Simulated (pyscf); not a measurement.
`[BH2][OH]` + `[H][H]` -> `[BH2][OH]` + `[H][H]` (four-centre exchange; singlet surface; B–H, H–H broken, B–H, H–H formed). PySCF, gas phase, ωB97X-D3(BJ)/def2-SVP geometries. Energies in kcal/mol from the separated reactants.

| level | barrier | reaction energy |
|---|---|---|
| PBE/def2-TZVP | 21.7 | 0.0 |
| r²SCAN/def2-TZVP | 24.0 | 0.0 |
| B3LYP-D3(BJ)/def2-TZVP | … | 0.0 |
| PBE0-D3(BJ)/def2-TZVP | … | 0.0 |
| M06-2X/def2-TZVP | 31.0 | 0.0 |
| ωB97M-D3(BJ)/def2-TZVP | 28.7 | 0.0 |

Q: Fill in the missing entries.

A: 
- B3LYP-D3(BJ)/def2-TZVP, barrier: 29.4
- PBE0-D3(BJ)/def2-TZVP, barrier: 23.3

The functionals in the table span 9.3 kcal/mol in this barrier, from PBE to M06-2X. At the saddle there is also a short B–H contact that neither side keeps. This is the saddle that the search found; another between the same sides may lie lower.
